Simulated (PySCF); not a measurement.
**CH₃O−: geometry, NMR shifts, spin-spin couplings, electronic excitations and core binding energies**

What NMR shifts, spin-spin couplings, electronic excitations and core binding energies should CH₃O− (`C[O-]`) show?

Computed with PySCF 2.14.0, with density-fitted response routines of our own, on a single molecule in the gas phase. Atoms count from 0, in the outputs and in this text.

## (1) The starting structure

5 atoms, charge -1, multiplicity 1; geometry from: GFN2-xTB. The atoms were then displaced at random by about 0.03 Å, so the start is not that level's minimum.

Bonds of the start (Å): C0–O1 1.21, C0–H2 1.17, C0–H3 1.23, C0–H4 1.19.

## (2) Optimising the geometry at PBE0-D3(BJ)/def2-SVP

What the job is given:

```
{"job": {"xc": "PBE0", "basis": "def2-SVP", "d3": "d3bj", "grid": 1, "shake": 0.03, "kind": "geom"}, "charge": -1, "multiplicity": 1}
C      0.107040    -0.080970     0.001390
O      1.303030    -0.192320    -0.155610
H     -0.427990    -0.147080     1.034250
H     -0.253220     1.047330    -0.314410
H     -0.636780    -0.731730    -0.662100
```

Started as:

```
> OMP_NUM_THREADS=1 python probes_run.py task.json out
```

The driver reads the jobs from task.json and runs them one after another.

**Question.** This job is followed by: GIAO PBE0/pcSseg-1 NMR shielding, non-relativistic, gas phase; B3LYP/pcJ-1 indirect spin-spin coupling, non-relativistic, gas phase; TDDFT CAM-B3LYP/def2-SVPD, vertical, gas phase, core orbitals frozen in the response; GIAO PBE0/pcSseg-2 NMR shielding, non-relativistic, gas phase; delta-SCF UKS SCAN, pcX-2 on the ionised atom, pcseg-1 elsewhere, spin-free X2C. What will the session give for the following? point group; rotational constants (main isotopes); 13C shifts against TMS (PBE0/pcSseg-1); 1H shifts against TMS (PBE0/pcSseg-1, means over atoms taken as alike); 17O shifts against H2O (PBE0/pcSseg-1); largest coupling of the table (B3LYP/pcJ-1); lowest singlet (CAM-B3LYP/def2-SVPD); brightest single state of those computed; lowest triplet; vertical ionisation energy (ΔSCF); C1s binding energies, SCAN/pcX-2; O1s binding energies, SCAN/pcX-2; range of the shift of O1.

**Answer**, as computed:

| quantity | value |
| --- | --- |
| point group | C3v |
| rotational constants (main isotopes) | 157.37, 28.74, 28.74 GHz |
| 13C shifts against TMS (PBE0/pcSseg-1) | 71.4 ppm |
| 1H shifts against TMS (PBE0/pcSseg-1, means over atoms taken as alike) | 6.08 ppm |
| 17O shifts against H2O (PBE0/pcSseg-1) | 68.7 ppm |
| largest coupling of the table (B3LYP/pcJ-1) | 1J(C,H) C0–H2, 117.7 Hz |
| lowest singlet (CAM-B3LYP/def2-SVPD) | 3.86 eV (321 nm), f = 0.013 |
| brightest single state of those computed | state 8, 5.68 eV, f = 0.175 |
| lowest triplet | 3.70 eV |
| vertical ionisation energy (ΔSCF) | 1.82 eV |
| C1s binding energies, SCAN/pcX-2 | C0 285.58 eV |
| O1s binding energies, SCAN/pcX-2 | O1 528.48 eV |
| range of the shift of O1 | 41.3 to 68.7 ppm |

What this shows: The start was shaken at random, so part of the energy gained undoes that. Over 5 steps the energy fell by 0.317 eV; of the close pairs, C0–O1 changed most, 1.211 to 1.289 Å. At PBE0/pcSseg-1: The widest tensor belongs to O1: span 184 ppm, with a paramagnetic part of -134 ppm. In the run at B3LYP/pcJ-1, the largest coupling of the table is C0–H2 (mean over like pairs), 117.7 Hz, of which the Fermi-contact term gives 116.2 Hz. The lowest singlet, at 3.86 eV, is HOMO→LUMO 0.98 and is weak; of the 10 states computed, the strongest absorption comes from state 8 at 5.68 eV. The lowest triplet lies 0.16 eV below the lowest singlet (triplets in Tamm-Dancoff, singlets in full TDDFT). In the gas-phase run even the lowest singlet lies above the computed detachment energy of this anion, so its states are not to be taken as bound. At CAM-B3LYP/def2-SVPD, all states lie near or above the ionisation energy, where they hang on the basis. ΔSCF puts the ionisation energy at 1.82 eV, 1.00 eV above −ε(HOMO). In ppm, O1 moves most: its shift spreads over 27.4 ppm, from 41.3 (PBE0/pcSseg-2) to 68.7 (PBE0/pcSseg-1). At PBE0/pcSseg-1 the HOMO lies above zero (+1.26 eV), as often for anions in the gas phase: self-interaction error lifts it, or the electron is held by the finite basis alone; counter-ions and solvent are missing.
